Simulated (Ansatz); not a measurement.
The first iterations of a band of BH4N + H2S (9 atoms, charge 0, multiplicity 1).

Level of theory: Ansatz, RKS PBE/def2-SVP.

- movable images: 7
- climbing image: yes
- spring: 5.0 eV/Å²
- optimiser: quadratic models (default)
- start path: through a guess of the saddle point
- force threshold: 0.05 eV/Å
- iteration limit: 60
- end points: relaxed

Initial state:

```xyz
9
Properties=species:S:1:pos:R:3
B 0.103 -0.427 0.268
N 0.092 -0.422 1.669
H -0.758 -0.531 2.225
H 0.939 -0.360 2.236
H 1.166 -0.326 -0.313
H -0.955 -0.528 -0.324
S -0.536 3.300 0.919
H -1.736 2.945 0.383
H -0.315 2.023 1.348
```

Final state:

```xyz
9
Properties=species:S:1:pos:R:3
B -0.080 0.526 0.205
N 0.074 0.151 1.806
H -0.836 0.198 2.290
H 0.470 -0.790 1.959
H 1.047 0.381 -0.261
H -0.918 -0.250 -0.240
S -0.546 2.366 0.112
H -1.894 2.245 0.279
H 0.685 0.847 2.261
```

| iteration | highest image above the first end (eV) | largest band force component (eV/Å) |
| --- | --- | --- |
| 1 | 3.187 | 16.819 |
| 2 | 1.450 | 2.330 |
| 3 | 0.799 | 3.526 |
| 4 | 0.608 | 0.879 |
| 5 | 0.522 | 0.671 |

Does the band converge within its limit, and where does its top end?

The forces met the threshold. It ended after 15 iterations with the highest image 0.592 eV above the first end. A vibrational analysis at the climbing image gives one clearly imaginary mode, 700i cm⁻¹: a first-order saddle point. The orbitals stay closed-shell, which can raise the energy where a bond breaks towards radicals; this wasn't checked here.

Run time: 3.4 min on 1 thread of Arm Neoverse V2, on a shared host, peak memory 0.14 GiB.
